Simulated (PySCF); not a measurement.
Electric field gradients and quadrupole coupling constants

Species: C5H7O (charge +1).
Atom-mapped SMILES: `[CH3:1][O:2][CH2:3][c+:4]1[cH:5][cH:6]1` (hydrogens: H7, H8, H9 on C1; H10, H11 on C3; H12 on C5; H13 on C6)

Geometry (GFN2-xTB, Å), atoms numbered from 1 in this order:
```
atom  x, y, z in Å
C1    -1.8962    0.6520    1.2269
O2    -0.5353    0.5418    0.8336
C3    -0.3388   -0.2011   -0.3204
C4     1.0556   -0.3325   -0.6371
C5     2.3892   -0.0513   -0.3210
C6     2.1077   -0.7907   -1.4289
H7    -1.8934    1.2694    2.1211
H8    -2.3200   -0.3284    1.4616
H9    -2.4957    1.1363    0.4513
H10   -0.8454    0.2482   -1.2033
H11   -0.7697   -1.2234   -0.2450
H12    3.0972    0.4138    0.3314
H13    2.4405   -1.3337   -2.2879
```

Field gradients from the PBE0/pcSseg-1 density (PySCF, non-relativistic), principal values in atomic units, ordered |Vxx| ≤ |Vyy| ≤ |Vzz|:

```
atom      Vxx      Vyy     Vzz
  O2  -0.0111  -2.1257  2.1368
```

Task: Find the asymmetry η = (Vxx − Vyy)/Vzz and the couplings χ = eQV/h (234.96 MHz × Q in barn × V in au), with Q(17O) = −0.0256 b.

Result: 
```tsv
atom	environment	nucleus	η	χzz (MHz)	χxx (MHz)	χyy (MHz)
O2	ether oxygen	17O	0.99	-12.85	0.07	12.79
```

At O2 η is above 0.9: Vyy and Vzz are nearly equal in size and opposite in sign, so a small change could swap them and flip the sign of χzz. 

Task: What is Vzz at O2 in SI units (1 au = 9.71736 × 10²¹ V/m²)?

Result: 2.1368 au = 20.764 × 10²¹ V/m².

Task: And the gradient at the other heavy atoms, for which no coupling is worked out here?

Result: 
```tsv
atom	environment	Vzz (au)	η
C1	methoxy carbon	0.496	0.11
C3	sp3 carbon bound to oxygen	0.227	0.81
C4	unsaturated ring carbon	0.721	0.27
C5	unsaturated ring CH carbon	0.668	0.27
C6	unsaturated ring CH carbon	0.639	0.28
```

Task: What couplings would deuterons (Q(2H) = 0.00286 b) have in place of the hydrogens, at this geometry?

Result: 
```
atom  bonded to  bond length (Å)  Vzz (au)     η  χzz (kHz)
  H7         C1            1.087    0.3024  0.08        203
  H8         C1            1.094    0.2910  0.10        196
  H9         C1            1.093    0.2910  0.10        196
 H10         C3            1.113    0.2542  0.09        171
 H11         C3            1.112    0.2551  0.09        171
 H12         C5            1.069    0.3330  0.06        224
 H13         C6            1.069    0.3325  0.05        223
```

Isolated species at its GFN2-xTB geometry (one conformer only). GFN2-xTB bond lengths can be off by several hundredths of an ångström, more for odd bonds, and the gradients follow them. A larger basis could move these couplings by a tenth or more.

These values come from a run that also computed NMR shieldings. The run took 13 s on one thread of an Arm Neoverse V2, shared host, and the process peaked at 0.79 GiB of memory.
